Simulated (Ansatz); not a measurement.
# C3H7FO: small, medium and large basis sets

An exercise on one series of results from a longer session: the logs are not shown, and one member is left open.

Method: one geometry, several basis sets; program: Ansatz 0.2.0, Gaussian basis.

Levels to be run: PBE0-D4/def2-SVP; ωB97M-V/def2-SVP; PBE0-D4/def2-QZVPP; ωB97M-V/def2-QZVPP; the functionals' def2-TZVPP values are taken from earlier runs.

## The geometry

An earlier PBE0-D4 in a triple-zeta def2 set relaxation fixed the geometry.

SMILES `COC(C)F`, 12 atoms, charge 0, spin multiplicity 1.

Atoms are counted from 1 here; the program's logs count them from 0.

Bond lengths: C1–O2 1.412 Å, C1–H6 1.089 Å, C1–H7 1.097 Å, C1–H8 1.093 Å, O2–C3 1.369 Å, C3–C4 1.500 Å, C3–F5 1.393 Å, C3–H9 1.101 Å, C4–H10 1.091 Å, C4–H11 1.091 Å, C4–H12 1.090 Å. Angles: O2–C1–H6 106.9°, O2–C1–H7 110.9°, O2–C1–H8 111.3°, H6–C1–H7 109.1°, H6–C1–H8 109.4°, H7–C1–H8 109.1°, C1–O2–C3 114.1°, O2–C3–C4 109.5°, O2–C3–F5 109.7°, O2–C3–H9 110.8°, C4–C3–F5 108.9°, C4–C3–H9 112.8°, F5–C3–H9 104.9°, C3–C4–H10 109.4°, C3–C4–H11 109.9°, C3–C4–H12 110.0°, H10–C4–H11 109.0°, H10–C4–H12 109.3° and more.

The first run:

The input, in.yaml:

```yaml
crystal:
  periodic: [false, false, false]
  atoms:
    - {symbol: C, position_ang: [-1.782023, 0.551805, -0.021312]}
    - {symbol: O, position_ang: [-0.431851, 0.559191, -0.434237]}
    - {symbol: C, position_ang: [0.370376, -0.304433, 0.262948]}
    - {symbol: C, position_ang: [1.734086, -0.335050, -0.360335]}
    - {symbol: F, position_ang: [0.486984, 0.124242, 1.583410]}
    - {symbol: H, position_ang: [-2.326183, 1.202616, -0.704107]}
    - {symbol: H, position_ang: [-2.202465, -0.460320, -0.076924]}
    - {symbol: H, position_ang: [-1.887500, 0.927429, 0.999870]}
    - {symbol: H, position_ang: [-0.091784, -1.301538, 0.327877]}
    - {symbol: H, position_ang: [2.145343, 0.675129, -0.381188]}
    - {symbol: H, position_ang: [1.667739, -0.713396, -1.381041]}
    - {symbol: H, position_ang: [2.394077, -0.980776, 0.218938]}
basis:
  gaussian: {orbitals: def2-SVP}
hamiltonian: {xc: pbe0, dispersion: d4}
output: {orbitals: {seedname: orbitals}}
```

Among the steps run: PBE0-D4 in def2-SVP; ωB97M-V in def2-SVP; PBE0-D4 in def2-QZVPP; ωB97M-V in def2-QZVPP.

One of the session's tables, all rows but one given; the rest of the session is left out.

It belongs to the step «Functionals by basis». 

```
functional       basis  HOMO (eV)  LUMO (eV)
   PBE0-D4    def2-SVP      -8.15       2.09
   PBE0-D4  def2-TZVPP      -8.29       1.52
   PBE0-D4  def2-QZVPP      -8.33       0.90
   ωB97M-V    def2-SVP     -10.57       3.78
   ωB97M-V  def2-TZVPP          ?          ?
   ωB97M-V  def2-QZVPP     -10.77       2.03
```

Q: Estimate the row for ωB97M-V, def2-TZVPP from the others.

**Answer.** HOMO (eV): -10.73; LUMO (eV): 2.98. In the column «HOMO (eV)» it lies between ωB97M-V, def2-QZVPP (-10.77) and ωB97M-V, def2-SVP (-10.57).
